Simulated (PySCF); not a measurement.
Gas-phase reaction: 3 AlOF + 3 F ⇌ 3 AlF2 + O3

Energies from PySCF (xtb for GFN2), thermal terms from the rigid-rotor harmonic-oscillator model, ideal gas at 1 bar. The comparison is the NASA 1993 polynomial table, which mixes measured and estimated data. After a fit of one offset per element over all species, the range-separated, M06-2X, PBE0/def2-QZVP and CCSD(T)/def2-TZVPP enthalpies, where run, lie to one side of the table for AlOF (+153 kJ/mol), AlF2 (+60 kJ/mol), O3 (+19 kJ/mol): a fault of the table's entry, another state or a shared error of the levels is possible; this was not checked at source. † marks an energy on the PBE0/def2-TZVP geometry and frequencies; other levels use their own. Open shells (unrestricted): F (multiplicity 2), AlF2 (multiplicity 2); the rest are closed-shell singlets. GFN2 has no spin-polarisation term. Spin-orbit splitting is ignored; it lowers the true energy and changes the entropy of F. For this reaction the table lies outside the span of B3LYP, CCSD(T), M06-2X, MP2, PBE0, r2SCAN, ωB97M-V, ωB97X-V in their largest bases here; which side is off was not settled. Strong static correlation: O3. The table's entry may be an old estimate for AlOF, AlF2 (not checked at source).

GFN2-xTB gives ΔH°(298 K) = -417.1 kJ.

**Question.** What does LDA/def2-TZVP† give, and where does the table lie?

**Answer.** LDA/def2-TZVP†: -998.8 kJ. Table: -435.3 kJ.
